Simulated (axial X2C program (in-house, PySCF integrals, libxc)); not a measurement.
**PS⁻: cheaper levels and CCSD(T), with spin–orbit coupling**

Calculated with an in-house all-electron X2C program for linear molecules (integrals from PySCF). Two-component (2c) means X2C with spin–orbit coupling and atomic mean-field two-electron Coulomb and Gaunt terms. Basis: S dyall-av3z [9s8p3d2f], P dyall-av3z [9s8p3d2f] (cores contracted in-house); Gaussian nuclei, density fitting, unrestricted open shells. Masses: S 31.972 u, P 30.974 u.

State: Ω = 1 (⟨Sz⟩ = 1.00, ⟨Lz⟩ = 0.00 at HF); fragments S- + P.

| level | Re (Å) | ωe (cm⁻¹) | De (eV) |
| --- | --- | --- | --- |
| PBE0 | 2.004 | 619.5 | 4.02 |
| HF | 2.006 | 625.4 | 2.14 |
| MP2 | 2.005 | 628.9 | 3.73 |
| CCSD | 2.014 | 611.1 | 3.47 |
| LDA | 2.008 | 600.7 | 4.88 |

Correlated methods: 12 electrons correlated (number of frozen shells: S 2 s, 1 p; P 2 s, 1 p), 198 virtual spin orbitals or spinors in MP2, 90 natural virtuals in coupled cluster.

CCSD(T), same Hamiltonian and basis:

Re = 2.022 Å, ωe = 599.1 cm⁻¹, De = 3.64 eV; T1 = 0.025 (Lee–Taylor normalisation).

Question: Give the differences from CCSD(T) in the columns below.

Answer: 

| level | ΔRe (Å) | Δωe (cm⁻¹) | ΔDe (eV) |
| --- | --- | --- | --- |
| PBE0 | -0.018 | 20 | 0.38 |
| HF | -0.016 | 26 | -1.50 |
| MP2 | -0.017 | 30 | 0.09 |
| CCSD | -0.008 | 12 | -0.17 |
| LDA | -0.014 | 2 | 1.24 |

The state is a single determinant with fixed occupations, the lowest that a limited PBE0 search found. Dissociation energies refer to the lowest single-determinant-based atoms at the same level and basis. Density functionals use the spin component along the axis (collinear). CCSD and (T) use frozen natural virtuals with an MP2 correction for the truncation; (T) itself is uncorrected, so its De runs slightly low. The 2c atoms are single determinants rather than J levels; their spin–orbit lowering is only partly caught, and De is too large by that part. This holds for PBE0. Other states lie close and PBE0, whose exact exchange favours high spin, may order them wrongly; the determinant shown need not be the ground state. The nearest other 2c determinant of the search, Ω = 0, lies 0.61 eV up at the distance of the search. Without a current term, density functionals place determinants with orbital angular momentum somewhat too high. With several unpaired electrons one determinant need not be a pure state. Open-shell Ω = 0 determinants with evenly filled partner blocks cannot be reached by this program, so the Ω shown need not be the lowest component. This is the Ω = 1 component of a π² triplet; the 0⁺ component is not one determinant and can lie lowest. The highest occupied level of some functionals is positive through self-interaction error; at Hartree–Fock it is bound. Hartree–Fock gets electron affinities wrong, so its lowest charge split need not be the true one.
